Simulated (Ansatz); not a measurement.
The first iterations of a band of FH + H4OSi (8 atoms, charge 0, multiplicity 1).

Theory: Ansatz 0.2.0, RKS PBE-D4/def2-SVP.

```json
{"movable images": "6", "climbing image": "no", "spring": "5.0 eV/Å²", "optimiser": "quadratic models (default)", "start path": "through a guess of the saddle point", "force threshold": "0.05 eV/Å", "iteration limit": "60", "end points": "relaxed"}
```

Initial state:

```xyz
8
Properties=species:S:1:pos:R:3
Si -0.112 0.112 -0.152
H -0.151 0.074 1.371
H 1.305 0.252 -0.600
O -0.908 1.481 -0.715
H -1.874 1.477 -0.603
H -0.748 -1.155 -0.652
F 1.316 -1.960 1.350
H 0.844 -1.271 1.785
```

Final state:

```xyz
8
Properties=species:S:1:pos:R:3
Si -0.093 -0.211 -0.742
H 1.287 -0.405 3.247
H 1.327 0.226 -0.872
O -0.991 1.181 -0.580
H -1.958 1.076 -0.610
H -0.571 -1.064 -1.882
F -0.229 -1.153 0.597
H 0.898 -0.640 2.627
```

| iteration | highest image above the first end (eV) | largest band force component (eV/Å) |
| --- | --- | --- |
| 1 | 2.299 | 5.486 |
| 2 | 1.173 | 2.428 |
| 3 | 0.986 | 2.391 |
| 4 | 0.839 | 1.851 |
| 5 | 0.947 | 1.935 |
| 6 | 0.920 | 0.898 |
| 7 | 0.850 | 0.639 |

**Question.** Does the band converge within its limit, and where does its top end?

**Answer.** The forces met the threshold. It ended after 23 iterations with the highest image 0.467 eV above the first end. Neighbouring images differ by up to 1.4 eV, so the band resolves the path poorly. No image climbed, so the highest image needn't sit at the top of the path. The orbitals stay closed-shell, which can raise the energy where a bond breaks towards radicals; this wasn't checked here.

Time of the run: 3.6 min on 1 thread of Arm Neoverse V2 (shared host), peak memory 0.12 GiB.
